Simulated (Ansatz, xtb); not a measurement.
Isomers of C3H2ClFO in order of energy

7 gas-phase structures of C3H2ClFO, from a drawn sample of its isomers (lower ones may exist). Each was relaxed with GFN2-xTB; where two conformers were screened, the lower at r2SCAN-D4/def2-SVP is listed:

A. `F[C@@H]1C=C(Cl)O1`, a singlet
B. `C=C(F)C(=O)Cl`, a singlet
C. `FC1=C(Cl)CO1`, a singlet
D. `O=C(Cl)/C=C/F`, a singlet
E. `O=C=C[C@H](F)Cl`, a singlet
F. `O=C/C(Cl)=C\F`, a singlet
G. `O=C=C(Cl)CF`, a singlet

Problem. Which do you expect lowest at r2SCAN-D4/def2-SVP, and how would the others follow?

Solution. Calculated order at r2SCAN-D4/def2-SVP: D (0.000), B (0.119), E (0.582), F (0.751), G (1.004), A (1.548), C (1.717) eV.

Energies above the lowest of each column, in eV; the last columns are at PBE-D3(BJ)/def2-SVP geometries and were run for some of them only (a dash: not run or not comparable):

| structure | GFN2-xTB | HF/STO-3G | r2SCAN-D4/def2-SVP | PBE-D3(BJ)/def2-SVP | CCSD(T)/def2-SVP + ΔMP2/def2-TZVPP |
| --- | --- | --- | --- | --- | --- |
| D | 0.000 | 0.000 | 0.000 | 0.000 | 0.000 |
| B | 0.178 | 0.114 | 0.119 | 0.127 | 0.109 |
| E | 0.285 | 0.452 | 0.582 | 0.581 | 0.451 |
| F | 0.653 | 0.557 | 0.751 | 0.743 | – |
| G | 0.419 | 0.758 | 1.004 | – | – |
| A | 0.719 | 0.643 | 1.548 | – | – |
| C | 0.723 | 0.395 | 1.717 | – | – |

Every level run on D puts it lowest or level with the lowest. Flexible structures stand in one conformer each, not always the lowest. Frequencies (PBE-D3(BJ)/def2-SVP) were run for B, D, E alone. ΔMP2 is the change of the MP2 energy from the smaller to the larger basis.

Over these structures GFN2-xTB departs from r2SCAN-D4/def2-SVP by 0.352 eV on average once a common shift is removed. A GFN2-xTB relaxation took about 0.084 s and the r2SCAN-D4/def2-SVP energy about 1.4 s on a shared host (Ansatz 0.2.0, xtb 6.7.1).
